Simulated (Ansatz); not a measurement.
## Ansatz (development build ahead of 0.2.0) run

```yaml
crystal:
  periodic: [false, false, false]
  atoms:
    - { symbol: S, position_ang: [0.0, 0.0, 0.0] }
    - { symbol: C, position_ang: [0.0, 0.0, 3.738] }
    - { symbol: "N", position_ang: [0.0, 0.0, -3.654] }
basis:
  gaussian: { orbitals: pcseg-2 }
total_charge: 1
magnetization:
  initial_magnetization: 2
hamiltonian:
  xc: { name: wB97X }
```

The input is written out in the form of the current development build from the run's settings.

Output:

```
Converged                       : yes
Total energy                    : -489.99536 hartree
Spin squared of the determinant : 2.000
Stability test                  : minimum among restricted orbitals
```

Caution: stretched shape with no unrestricted run beside it, a lower state can exist; charge can spread falsely over distant fragments; other spin multiplicities may lie lower.
